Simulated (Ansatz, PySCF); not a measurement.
ethanethiol (C2H6S), SMILES CCS.

The structure is a stationary point at ωB97X-D3(BJ)/def2-TZVP. One conformer was computed; it need not be the lowest.

Vertical ionisation energy (IE) and electron affinity (EA) in eV. Rows of orbital energies are one-electron estimates. Where ΔSCF, EOM or ADC give a negative EA the extra electron is unbound and the value depends on the basis.

| level | IE | EA |
|---|---|---|
| −ε(HOMO), −ε(LUMO), r2SCAN/def2-TZVPD (PySCF) | 5.80 | 0.21 |
| −ε(HOMO), −ε(LUMO), PBE/def2-TZVPD (PySCF) | 5.57 | 0.70 |
| ΔSCF, CAM-B3LYP/def2-SVPD (Ansatz), final states of multiplicity 2 and 2 | 9.31 | -1.68 |
| ΔSCF, PBE/def2-SVPD (Ansatz), final states of multiplicity 2 and 2 | 9.15 | -1.41 |

Q: What vertical singlet–triplet gap does ΔSCF give with CAM-B3LYP/def2-SVPD (Ansatz, an electronic-structure program) and with PBE/def2-SVPD (Ansatz)? (An estimate is asked for; the answer gives what the named calculation found.)

A: 5.28 and 5.00 eV (triplet above singlet where positive).
